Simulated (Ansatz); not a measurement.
A made-up structure of CH$_{4}$BCl, singlet:

B1  (-0.699, 0.011, -0.624)
C2  (0.435, -0.098, 0.425)
Cl3  (1.402, 1.370, 0.724)
H4  (-1.350, -0.976, -0.819)
H5  (2.448, 2.182, 0.595)
H6  (1.126, -0.898, 0.133)
H7  (0.017, -0.422, 1.386)
(Å)

It is relaxed with PBE-D4/def2-SVP and then PBE0-D4/def2-TZVP (Ansatz 0.2.0). Atoms count as bonded within 1.22 times the sum of their covalent radii (H–H: 0.88 Å). The end point is not checked to be a true minimum.

Problem. Does its bonding change? (Judge from chemistry; the calculation decides.)

Solution. By the calculation: Yes. Formed: none; broken: C2–Cl3.

Where it ends: The first stage lowers the energy by 4.35 eV in 54 steps. It ends as a complex of CH₃B ([BH][CH2]) + HCl:
```
7
angstrom
B -0.3050 0.1610 -0.0931
C 0.3419 -0.8318 0.6262
Cl 1.1618 2.2272 0.3163
H -1.0307 0.7593 -0.7986
H 2.0747 1.4170 -0.0773
H 1.1651 -0.7138 1.3186
H -0.0280 -1.8510 0.5277
```

Labels in which every atom is bracketed show which atoms are joined, not bond orders.

For scale, one of the runs: PBE0-D4/def2-TZVP relaxation, 123 basis functions, launched by `ansatz run in.yaml --threads 2 --pin off --events-out ev --progress --plain --max-ram 4352MiB`. Hardware: 2 CPU threads of an Arm Neoverse V1, shared host. Wall time about 53 s.
